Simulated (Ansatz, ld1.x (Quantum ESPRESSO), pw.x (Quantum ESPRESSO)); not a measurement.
# carbon: does the TM potential hold in the solid?

ld1.x (Quantum ESPRESSO) 7.5 input, shortened:

```
&input
   title='C', zed=6., rel=1, dft='PW', iswitch=3,
   config='[He] 2s2 2p2 3d-2'
 /
 &inputp
   pseudotype=2, tm=.true., lloc=-2, rcloc=1.05,
   nlcc=.true., new_core_ps=.true., rcore=0.55
 /
3
2S  1  0   2.00   0.00  0.90  0.90  0.0
2P  2  1   2.00   0.00  1.85  1.85  0.0
3D  3  2  -2.00   0.35  1.75  1.75  0.0
 &test
   configts(1)='2s2 2p2'
 /
```

Crystal test: bcc C in pw.x 7.5, no spin, 18³ k-points, Fermi–Dirac smearing 0.01 Ry, cutoffs 135/540 Ry. The reference is all-electron LAPW (Ansatz 0.2.0) with the same functional, mesh and smearing; V0 and B0 come from Birch–Murnaghan fits to the pressures at five volumes. Errors are pseudo minus all-electron; Δ is the rms difference of the E(V) curves that follow from these fits, minima aligned, over ±6 % about the mean V0. Mesh and smearing are coarse, so the numbers serve the comparison and aren't converged zero-temperature values; the lattice is a test structure that the element need not adopt.

```
V (Å³/atom)  P all-electron (GPa)  P pseudo (GPa)
      5.884                 18.18           18.49
      6.039                 10.98           11.35
      6.194                  4.60            5.01
      6.349                 -1.05           -0.61
      6.504                 -6.05           -5.58
```

All-electron: a0 = 2.329 Å (V0 = 6.32 Å³/atom), B0 = 221.9 GPa.

Pseudopotential: mean pressure error (GPa): +0.40; a0 (Å): 2.331; a0 error (%): +0.07; B0 error (%): -1.3; Δ (meV/atom): 0.6.

Q: At the middle volume, how do free energy and pressure move when the wave cutoff is lowered (ecutrho kept at four times it)?

A:

```csv
cutoff (Ry),shift of F (meV/atom),shift of P (GPa)
61,+93.5,-3.01
81,+34.8,-3.43
108,+1.9,-0.54
```

The run at the middle volume (195 k-points, 5 iterations) took about 14 s on one core of a shared host (Neoverse-V2, 96 threads, 742 GiB, load 55).
